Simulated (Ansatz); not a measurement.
# hcp Be

Computed with LDA (plane waves, PAW; Ansatz, an electronic-structure program).

Numerical settings: plane-wave cutoff 500 eV, 30×30×1 k mesh (along the axes of the cell as run), Fermi–Dirac smearing 0.1 eV, scalar-relativistic PAW data made under PBE.

Cell: relaxed at this level.

```
Property                              Result
---------------------------------  ---------
surface energy of the (0001) face  2.09 J/m²
work function of the (0001) face     5.55 eV
```

The slab of 8 atoms is relaxed and unreconstructed.

Computed values are for the static lattice.
